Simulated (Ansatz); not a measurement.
# Cohesive energy of some fcc solids

Method: r²SCAN+rVV10 in Ansatz (PAW). References are measured values corrected to a static lattice. The table is a random draw of 6 from 8 solids with such references.

Values in eV/atom.

```
solid   reference  r²SCAN+rVV10  error (eV/atom)
------  ---------  ------------  ---------------
fcc Cu       3.52          4.13            +0.61
fcc Al       3.43          3.74            +0.31
fcc Rh       5.78          5.82            +0.04
fcc Sr       1.73          1.94            +0.21
fcc Ag       2.97          3.17            +0.20
fcc Pd       3.93          4.43            +0.50
```

Over these 6 solids the mean error is +0.31 eV/atom, the mean absolute error 0.31 eV/atom (median 0.26 eV/atom), and the worst case fcc Cu at +0.61 eV/atom; the value is too high in 6 of 6 cases. Over all 8, from unrounded values, the mean error is +0.33 eV/atom and the mean absolute error 0.33 eV/atom (median 0.33 eV/atom).

All these references are brought to a static lattice.

Differences are worked out from the printed values.

Free atoms are spin-polarised, in the lowest state found; at levels without +SOC their spin–orbit coupling is left out. Each level is taken at its own relaxed cell. Ansatz's density-functional and Hartree–Fock values are scalar-relativistic unless marked +SOC, with PAW data made under PBE.

Ansatz's runs of these crystals have no spin polarisation. Meta-GGAs and exact exchange favour moments, which can bear on fcc Rh, fcc Pd.

Not in this set, of the fcc solids with a reference value in our tables and a result at some level: 3 for the spin–orbit terms of free Br, In, Sn, Te, I and atoms past barium, a cut that leaves lighter open-shell atoms' terms in the errors; 1 for no value at r²SCAN+rVV10 (not run, a failed fit, an unstable or unbound cell, or a value held back for tests). These can be a level's best or worst cases. Solids without a released value at any level aren't counted. Layered and molecular crystals are counted apart. The metals Ce to Yb are counted apart.

References as tabulated in Mejia-Rodriguez and Trickey (2018), arXiv:1807.09216; Harl et al. (2010), doi:10.1103/physrevb.81.115126; Csonka et al. (2009), arXiv:0903.4037.

Ansatz is a quantum-chemistry and plane-wave program.
